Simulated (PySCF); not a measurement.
CN, charge -1, multiplicity 1. Atoms are numbered in the order given.

```xyz
2

C      0.0000     0.0000    -0.6300
N      0.0000     0.0000     0.5400
```
Charge -1, spin multiplicity 1.

Coordinates come from a B3LYP-D3(BJ)/def2-TZVPD optimisation.

These are B3LYP/def2-TZVPD (PySCF) values and carry that method's errors.

Gas-phase values at a fixed geometry.

```yaml
total_energy: -92.89642 hartree
point_group: C∞v
highest_occupied_level: -1.16 eV
lowest_empty_level: 5.67 eV
orbital_gap: 6.83 eV
dipole_moment_about_the_centre_of_nuclear_charge: 0.63 D
mean_static_polarisability: 27.3 bohr³ (4.05 Å³)
polarisability_principal_values: 23.7, 23.7, 34.7 bohr³
```
